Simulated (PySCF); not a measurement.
**One shape, several levels: BOF (fluoro(oxo)borane)**

Aim: a comparison of 6 runs (HF/def2-SVP, B3LYP/6-31G*, BP86/cc-pVDZ, PBE0/6-31G**, TPSS/def2-SVP, MP2/6-31G*) of BOF (fluoro(oxo)borane). 

The calculation is run with PySCF 2.14.0.

1 further run of the same task is left out (set aside as unsound or not needed).

## 1. Starting point

BOF has 3 atoms, charge 0, and is taken as a singlet. As SMILES, `O=BF`. The shape is that of a PBE0-D4/def2-TZVP optimisation.

Bond lengths: O1–B2 1.206 Å, B2–F3 1.282 Å. Angles: O1–B2–F3 180.0°.

## 2. Energy and forces at HF/def2-SVP (run 1)

Input file mol.xyz:

```xyz
3

O      0.983100    -0.565100     0.479900
B      0.020300    -0.011600     0.009900
F     -1.003400     0.576800    -0.489800
```

Input file run.py:

```python
import pyscf.grad
from pyscf import gto, scf

mol = gto.Mole()
mol.atom = 'mol.xyz'
mol.basis = 'def2-svp'
mol.verbose = 4
mol.charge = 0
mol.max_memory = 1860
mol.build()

mf = scf.RHF(mol)
mf.conv_tol = 1e-10
mf.kernel()
if not mf.converged:
    mf = mf.newton().run(mf.mo_coeff, mf.mo_occ)

energy = mf.e_tot
print(f'total energy: {energy:.8f} hartree')
grad = mf.Gradients().kernel()
mf.analyze()
```

On the command line:

```sh
$ OMP_NUM_THREADS=1 python run.py
```

What it wrote:

```text
PySCF version 2.14.0

[INPUT] num. atoms = 3
[INPUT] num. electrons = 22
[INPUT] charge = 0
[INPUT] spin (= nelec alpha-beta = 2S) = 0
[INPUT] symmetry False subgroup None
[INPUT] Mole.unit = angstrom
[INPUT] Symbol           X                Y                Z      unit          X                Y                Z       unit  Magmom
[INPUT]  1 O      0.983100000000  -0.565100000000   0.479900000000 AA    1.857789753060  -1.067884232992   0.906879567179 Bohr   0.0
[INPUT]  2 B      0.020300000000  -0.011600000000   0.009900000000 AA    0.038361440329  -0.021920823045   0.018708288633 Bohr   0.0
[INPUT]  3 F     -1.003400000000   0.576800000000  -0.489800000000 AA   -1.896151193389   1.089994028649  -0.925587855812 Bohr   0.0

nuclear repulsion = 51.4389501540037
number of shells = 18
number of NR pGTOs = 72
number of NR cGTOs = 42
basis = def2-svp
ecp = {}

[... 53 lines left out ...]
One-electron Energy =                 -377.287880404188513
[... 6 lines left out ...]
MO #2   energy= -20.5563761635629  occ= 2
[... 4 lines left out ...]
MO #7   energy= -0.764446329053525 occ= 2
[... 4 lines left out ...]
MO #12  energy= 0.120610491362561  occ= 0
[... 4 lines left out ...]
MO #17  energy= 0.445654209994581  occ= 0
[... 4 lines left out ...]
MO #22  energy= 1.19536975760515   occ= 0
[... 4 lines left out ...]
MO #27  energy= 1.4352624190886    occ= 0
[... 4 lines left out ...]
MO #32  energy= 2.69819980523505   occ= 0
[... 4 lines left out ...]
MO #37  energy= 3.38598509053138   occ= 0
[... 4 lines left out ...]
MO #42  energy= 4.39677890481727   occ= 0
[... 9 lines left out ...]
pop of  0 O 3py           0.00070
pop of  0 O 3pz           0.00064
pop of  0 O 3dxy          0.00469
pop of  0 O 3dyz          0.00159
pop of  0 O 3dz^2         0.00184
pop of  0 O 3dxz          0.00390
pop of  0 O 3dx2-y2       0.00325
pop of  1 B 1s            1.99980
pop of  1 B 2s            0.51097
pop of  1 B 3s            0.00894
pop of  1 B 2px           0.58521
pop of  1 B 2py           0.53273
pop of  1 B 2pz           0.52551
pop of  1 B 3px           0.02924
pop of  1 B 3py           0.01253
pop of  1 B 3pz           0.01023
pop of  1 B 3dxy          0.00403
pop of  1 B 3dyz          0.00243
pop of  1 B 3dz^2         0.00375
pop of  1 B 3dxz          0.00453
pop of  1 B 3dx2-y2       0.00649
pop of  2 F 1s            1.99998
pop of  2 F 2s            1.73649
pop of  2 F 3s            0.00314
pop of  2 F 2px           1.79342
pop of  2 F 2py           1.85869
pop of  2 F 2pz           1.86766
pop of  2 F 3px           0.00066
pop of  2 F 3py           0.00094
pop of  2 F 3pz           0.00097
pop of  2 F 3dxy          0.00275
pop of  2 F 3dyz          0.00089
pop of  2 F 3dz^2         0.00099
pop of  2 F 3dxz          0.00224
pop of  2 F 3dx2-y2       0.00175
 ** Mulliken atomic charges  **
charge of    0O =     -0.49303
charge of    1B =      0.76360
charge of    2F =     -0.27057
Dipole moment(X, Y, Z, Debye): -1.81422,  1.04313, -0.88567
```

It took 2.3 s on 1 thread of Intel Xeon at 2.50GHz (Skylake/Cascade Lake), shared host; peak memory 0.12 GiB.

## 3. Energy and forces at B3LYP/6-31G(d) (spherical functions) (run 2)

Input file job.py:

```python
import pyscf.grad
from pyscf import gto, dft

system = gto.M(
    atom='O 0.983100 -0.565100 0.479900; B 0.020300 -0.011600 0.009900; F -1.003400 0.576800 -0.489800',
    spin=0,
    verbose=4,
    basis='6-31g*',
    max_memory=1860,
)

mf = dft.RKS(system, xc='b3lyp')
mf.conv_tol = 1e-10
mf.grids.level = 5
mf.kernel()
if not mf.converged:
    mf = mf.newton().run(mf.mo_coeff, mf.mo_occ)

e_tot = mf.e_tot
print('E = %.10f Eh' % e_tot)
grad = mf.Gradients().kernel()
mf.analyze()
```

On the command line:

```sh
$ OMP_NUM_THREADS=1 python job.py
```

What it wrote:

```text
PySCF version 2.14.0

[INPUT] num. atoms = 3
[INPUT] num. electrons = 22
[INPUT] charge = 0
[INPUT] spin (= nelec alpha-beta = 2S) = 0
[INPUT] symmetry False subgroup None
[INPUT] Mole.unit = angstrom
[INPUT] Symbol           X                Y                Z      unit          X                Y                Z       unit  Magmom
[INPUT]  1 O      0.983100000000  -0.565100000000   0.479900000000 AA    1.857789753060  -1.067884232992   0.906879567179 Bohr   0.0
[INPUT]  2 B      0.020300000000  -0.011600000000   0.009900000000 AA    0.038361440329  -0.021920823045   0.018708288633 Bohr   0.0
[INPUT]  3 F     -1.003400000000   0.576800000000  -0.489800000000 AA   -1.896151193389   1.089994028649  -0.925587855812 Bohr   0.0

nuclear repulsion = 51.4389501540037
number of shells = 18
number of NR pGTOs = 81
number of NR cGTOs = 42
basis = 6-31g*
ecp = {}

[... 68 lines left out ...]
One-electron Energy =                 -377.787657902053809
[... 6 lines left out ...]
MO #2   energy= -19.1491374204081  occ= 2
[... 4 lines left out ...]
MO #7   energy= -0.519778212104565 occ= 2
[... 4 lines left out ...]
MO #12  energy= 0.0237518887290511 occ= 0
[... 4 lines left out ...]
MO #17  energy= 0.380476072624296  occ= 0
[... 4 lines left out ...]
MO #22  energy= 0.962169465234386  occ= 0
[... 4 lines left out ...]
MO #27  energy= 1.22580059173603   occ= 0
[... 4 lines left out ...]
MO #32  energy= 1.76564156200054   occ= 0
[... 4 lines left out ...]
MO #37  energy= 2.08286326649496   occ= 0
[... 4 lines left out ...]
MO #42  energy= 3.40107797424472   occ= 0
[... 9 lines left out ...]
pop of  0 O 3py           0.00123
pop of  0 O 3pz           0.00119
pop of  0 O 3dxy          0.00605
pop of  0 O 3dyz          0.00199
pop of  0 O 3dz^2         0.00224
pop of  0 O 3dxz          0.00497
pop of  0 O 3dx2-y2       0.00396
pop of  1 B 1s            1.99958
pop of  1 B 2s            0.53641
pop of  1 B 3s            0.00867
pop of  1 B 2px           0.60799
pop of  1 B 2py           0.59469
pop of  1 B 2pz           0.59286
pop of  1 B 3px           0.03201
pop of  1 B 3py           0.01472
pop of  1 B 3pz           0.01234
pop of  1 B 3dxy          0.00219
pop of  1 B 3dyz          0.00130
pop of  1 B 3dz^2         0.00199
pop of  1 B 3dxz          0.00244
pop of  1 B 3dx2-y2       0.00344
pop of  2 F 1s            1.99997
pop of  2 F 2s            1.74467
pop of  2 F 3s            0.00205
pop of  2 F 2px           1.76728
pop of  2 F 2py           1.82794
pop of  2 F 2pz           1.83628
pop of  2 F 3px           0.00084
pop of  2 F 3py           0.00103
pop of  2 F 3pz           0.00106
pop of  2 F 3dxy          0.00451
pop of  2 F 3dyz          0.00146
pop of  2 F 3dz^2         0.00162
pop of  2 F 3dxz          0.00368
pop of  2 F 3dx2-y2       0.00287
 ** Mulliken atomic charges  **
charge of    0O =     -0.39413
charge of    1B =      0.58938
charge of    2F =     -0.19525
Dipole moment(X, Y, Z, Debye): -1.62961,  0.93693, -0.79553
```

Run time: 11 s. Hardware: 1 thread of Intel Xeon at 2.50GHz (Skylake/Cascade Lake), shared host; peak memory 0.45 GiB.

## 4. Energy and forces at BP86/cc-pVDZ (run 3)

Input file geometry.xyz:

```xyz
3

O      0.983100    -0.565100     0.479900
B      0.020300    -0.011600     0.009900
F     -1.003400     0.576800    -0.489800
```

Input file input.py:

```python
from pyscf import gto, dft

system = gto.Mole()
system.atom = 'geometry.xyz'
system.spin = 0
system.basis = 'cc-pvdz'
system.verbose = 3
system.max_memory = 1860
system.build()

mf = dft.RKS(system, xc='bp86')
mf.grids.level = 5
mf.conv_tol = 1e-10
mf.kernel()
if not mf.converged:
    mf = mf.newton().run(mf.mo_coeff, mf.mo_occ)

e_final = mf.e_tot
print(f'total energy: {e_final:.8f} hartree')
grad = mf.nuc_grad_method().kernel()
dip = mf.dip_moment()
pop, q = mf.mulliken_pop()
```

On the command line:

```sh
$ OMP_NUM_THREADS=1 python input.py
```

What it wrote:

```text
converged SCF energy = -200.00326874786
total energy: -200.00326875 hartree
--------------- RKS gradients ---------------
         x                y                z
0 O    -0.0231580796     0.0133082072    -0.0113072640
1 B     0.0042565612    -0.0024416464     0.0020766860
2 F     0.0189023445    -0.0108657793     0.0092369037
----------------------------------------------
Dipole moment(X, Y, Z, Debye): -1.48956,  0.85640, -0.72716
 ** Mulliken pop  **
pop of  0 O 1s            2.00793
pop of  0 O 2s            0.86756
pop of  0 O 3s            0.79090
pop of  0 O 2px           0.95698
pop of  0 O 2py           0.92768
pop of  0 O 2pz           0.92366
pop of  0 O 3px           0.48835
pop of  0 O 3py           0.54446
pop of  0 O 3pz           0.55219
pop of  0 O 3dxy          0.00387
pop of  0 O 3dyz          0.00164
pop of  0 O 3dz^2         0.00219
pop of  0 O 3dxz          0.00359
pop of  0 O 3dx2-y2       0.00383
pop of  1 B 1s            2.02568
pop of  1 B 2s            0.53520
pop of  1 B 3s            0.12640
pop of  1 B 2px           0.62375
pop of  1 B 2py           0.51061
pop of  1 B 2pz           0.49505
pop of  1 B 3px           0.08392
pop of  1 B 3py           0.11955
pop of  1 B 3pz           0.12445
pop of  1 B 3dxy          0.06245
pop of  1 B 3dyz          0.03038
pop of  1 B 3dz^2         0.04328
pop of  1 B 3dxz          0.06220
pop of  1 B 3dx2-y2       0.07531
pop of  2 F 1s            2.00650
pop of  2 F 2s            0.90478
pop of  2 F 3s            0.91402
pop of  2 F 2px           1.08373
pop of  2 F 2py           1.13202
pop of  2 F 2pz           1.13866
pop of  2 F 3px           0.55467
pop of  2 F 3py           0.62805
pop of  2 F 3pz           0.63814
pop of  2 F 3dxy          0.00180
pop of  2 F 3dyz          0.00067
pop of  2 F 3dz^2         0.00083
pop of  2 F 3dxz          0.00157
pop of  2 F 3dx2-y2       0.00147
 ** Mulliken atomic charges  **
charge of    0O =     -0.07484
charge of    1B =      0.08178
charge of    2F =     -0.00694
```

Wall time 12 s (1 thread of Intel Xeon at 2.50GHz (Skylake/Cascade Lake), shared host); peak memory 0.45 GiB.

Runs 4 to 5 aren't shown in full; the table further down has their settings and results.

## 5. Energy and gradient at MP2/6-31G(d) (spherical functions) (run 6)

Input file input.xyz:

```xyz
3

O      0.983100    -0.565100     0.479900
B      0.020300    -0.011600     0.009900
F     -1.003400     0.576800    -0.489800
```

Input file calc.py:

```python
import pyscf.grad
from pyscf import gto, scf, mp

molecule = gto.M(
    atom='input.xyz',
    max_memory=1860,
    spin=0,
    basis='6-31g*',
    verbose=4,
)

mf = scf.RHF(molecule)
mf.conv_tol = 1e-10
mf.kernel()
if not mf.converged:
    mf = mf.newton().run(mf.mo_coeff, mf.mo_occ)

pt = mp.MP2(mf, frozen=3).run()
e_tot = pt.e_tot
print('E(%s) = %.9f' % ('MP2', e_tot))
grad = pt.Gradients().kernel()
dip = mf.dip_moment()
pop, q = mf.mulliken_pop()
```

On the command line:

```sh
$ OMP_NUM_THREADS=1 python calc.py
```

What it wrote:

```text
PySCF version 2.14.0

[INPUT] num. atoms = 3
[INPUT] num. electrons = 22
[INPUT] charge = 0
[INPUT] spin (= nelec alpha-beta = 2S) = 0
[INPUT] symmetry False subgroup None
[INPUT] Mole.unit = angstrom
[INPUT] Symbol           X                Y                Z      unit          X                Y                Z       unit  Magmom
[INPUT]  1 O      0.983100000000  -0.565100000000   0.479900000000 AA    1.857789753060  -1.067884232992   0.906879567179 Bohr   0.0
[INPUT]  2 B      0.020300000000  -0.011600000000   0.009900000000 AA    0.038361440329  -0.021920823045   0.018708288633 Bohr   0.0
[INPUT]  3 F     -1.003400000000   0.576800000000  -0.489800000000 AA   -1.896151193389   1.089994028649  -0.925587855812 Bohr   0.0

nuclear repulsion = 51.4389501540037
number of shells = 18
number of NR pGTOs = 81
number of NR cGTOs = 42
basis = 6-31g*
ecp = {}

[... 39 lines left out ...]
converged SCF energy = -199.073469822417
[... 15 lines left out ...]
Dipole moment(X, Y, Z, Debye): -1.88225,  1.08222, -0.91888
[... 7 lines left out ...]
pop of  0 O 3px           0.54909
pop of  0 O 3py           0.63757
pop of  0 O 3pz           0.64976
pop of  0 O 3dxy          0.00610
pop of  0 O 3dyz          0.00300
pop of  0 O 3dz^2         0.00430
pop of  0 O 3dxz          0.00612
pop of  0 O 3dx2-y2       0.00748
pop of  1 B 1s            1.99754
pop of  1 B 2s            0.49986
pop of  1 B 3s            0.07635
pop of  1 B 2px           0.51734
pop of  1 B 2py           0.37840
pop of  1 B 2pz           0.35928
pop of  1 B 3px           0.02504
pop of  1 B 3py           0.09156
pop of  1 B 3pz           0.10072
pop of  1 B 3dxy          0.04225
pop of  1 B 3dyz          0.01868
pop of  1 B 3dz^2         0.02545
pop of  1 B 3dxz          0.04002
pop of  1 B 3dx2-y2       0.04443
pop of  2 F 1s            1.99782
pop of  2 F 2s            0.93570
pop of  2 F 3s            0.98173
pop of  2 F 2px           1.06402
pop of  2 F 2py           1.11922
pop of  2 F 2pz           1.12681
pop of  2 F 3px           0.63391
pop of  2 F 3py           0.70977
pop of  2 F 3pz           0.72020
pop of  2 F 3dxy          0.00394
pop of  2 F 3dyz          0.00175
pop of  2 F 3dz^2         0.00238
pop of  2 F 3dxz          0.00374
pop of  2 F 3dx2-y2       0.00416
 ** Mulliken atomic charges  **
charge of    0O =     -0.47793
charge of    1B =      0.78308
charge of    2F =     -0.30516
```

Run time: 2.4 s. Hardware: 1 thread of Intel Xeon at 2.50GHz (Skylake/Cascade Lake), shared host; peak memory 0.15 GiB.

## 6. The series

| run | level | integration grid | frozen core orbitals | energy (Eh) | dipole moment (D) of the reference | HOMO energy (eV) | LUMO energy (eV) | wall time |
| --- | --- | --- | --- | --- | --- | --- | --- | --- |
| 1 | HF/def2-SVP | – | – | -198.917897 | 2.27 | -14.20 | 3.28 | 2.3 s |
| 2 | B3LYP/6-31G* (spherical functions) | 5 | – | -199.996538 | 2.04 | -9.56 | 0.65 | 11 s |
| 3 | BP86/cc-pVDZ | 5 | – | -200.003269 | 1.87 | -8.46 | -0.49 | 12 s |
| 4 | PBE0/6-31G** (spherical functions) | 5 | – | -199.784083 | 2.06 | -9.90 | 0.99 | 9.3 s |
| 5 | TPSS/def2-SVP | 5 | – | -199.867339 | 1.91 | -8.51 | -0.59 | 15 s |
| 6 | MP2/6-31G* (spherical functions) | – | 3 | -199.493165 | 2.36 | -14.01 | 4.74 | 2.4 s |

## 7. Outcome

| quantity | value |
| --- | --- |
| run 6: total energy | -199.49317 Eh |
| run 6: dipole moment (Hartree–Fock density) | 2.36 D |
| run 6: HOMO energy (Hartree–Fock orbitals) | -14.01 eV |
| run 6: LUMO energy (Hartree–Fock orbitals) | 4.74 eV |
| run 6: HOMO–LUMO gap (Hartree–Fock orbitals) | 18.75 eV |
| run 6: correlation energy (3 core orbitals frozen) | -419.7 mEh |
| run 6: largest force on an atom | 1.623 eV/Å |

**Reading.** Over runs 1, 2, 3, 4, 5 the dipole moment (its size) runs from 1.87 D (BP86/cc-pVDZ) to 2.27 D (HF/def2-SVP). The two ends differ in method and basis. Over runs 1, 2, 3, 4, 5 the HOMO–LUMO gap runs from 7.92 eV (TPSS/def2-SVP) to 17.48 eV (HF/def2-SVP). Exact exchange widens orbital gaps. Totals of different functionals can't be ranked against each other. All runs together took 51 s, the longest 15 s.
